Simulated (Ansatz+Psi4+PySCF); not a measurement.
Results of a calculation; reference values are marked as such.
Input for Psi4 1.11:

```
molecule {
0 1
Cl 0.000000 0.000000 1.007540
Cl 0.000000 0.000000 -1.007540
}

set basis cc-pV(T+d)Z
set reference rhf
set scf_type pk
energy('scf')
```

The input is written out from the run's settings.

The run gave:

```json
{"Converged": "yes", "Total energy": "-919.00050 hartree", "Spin squared of the determinant": "0.000", "Occupied orbitals by symmetry in an Abelian subgroup (alpha; beta)": "5 Ag 2 B2g 2 B3g 4 B1u 2 B2u 2 B3u; 5 Ag 2 B2g 2 B3g 4 B1u 2 B2u 2 B3u"}
```
